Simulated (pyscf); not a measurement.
Optimised with ωB97X-D3(BJ)/def2-SVP in PySCF.

Task: Estimate the classical barrier height and the reaction energy of Cl–Ge(Cl)(Cl)–SeH + hydrogen chloride (HCl) → H₂Se + Cl–Ge(Cl)(Cl)–Cl at ωB97M-D3(BJ)/def2-TZVP. The step runs on the singlet surface, breaks Ge–Se, Cl–H and forms H–Se, Cl–Ge; take the separated reactants as zero.

Result: ΔE‡ = 31.9 kcal/mol, ΔE = -2.2 kcal/mol. Zero-point energy shifts the barrier by -0.1 kcal/mol. It is a four-centre exchange, with an imaginary mode of 718i cm⁻¹. One saddle was located; it need not be the lowest between these sides. Elements up to Kr have no core potential and no relativistic terms here.
